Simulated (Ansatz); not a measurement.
Complex (SMILES): Cl (HCl) with S (H2S), atoms 1 to 2 the first; geometry from NCB31 set, monomers rigid:
```xyz
5

Cl    -1.9116     0.0000     0.0035
H     -0.6273    -0.0001    -0.1041
S      1.8425     0.0000    -0.1015
H      1.8228    -0.9618     0.8347
H      1.8219     0.9619     0.8346
```

Basis-set convergence of the counterpoise-corrected interaction energy at MP2 with Ansatz (a quantum-chemistry and plane-wave program). Cartesian d functions, on some or all atoms, in 6-31G**, 6-311+G**; all else is spherical. Cores are frozen. No added dispersion term, no relativity. Functions are those of the species that has most. Reference: Hartree-Fock in aug-cc-pV(Q+d)Z plus the correlation part extrapolated as X^-3 from aug-cc-pV(T+d)Z and aug-cc-pV(Q+d)Z, -3.85 kcal/mol, itself unsure by roughly 0.05 kcal/mol (a third of the extrapolation step and of the last Hartree-Fock step). Deviations are taken from unrounded values.

| basis | functions | counterpoise-corrected interaction energy (kcal/mol) | minus reference (kcal/mol) |
|---|---|---|---|
| pcseg-0 | 32 | -1.66 | 2.19 |
| pcseg-1 | 51 | -1.95 | 1.90 |
| 6-31G** | 53 | -2.09 | 1.76 |
| 6-311+G** | 80 | -1.94 | 1.91 |
| cc-pV(T+d)Z | 120 | -3.18 | 0.67 |
| def2-TZVPPD | 153 | -3.34 | 0.52 |
| aug-pcseg-3 | 325 | -3.61 | 0.24 |
| cc-pV(5+d)Z | 365 | -3.70 | 0.16 |
| pcseg-4 | 393 | -3.70 | 0.15 |
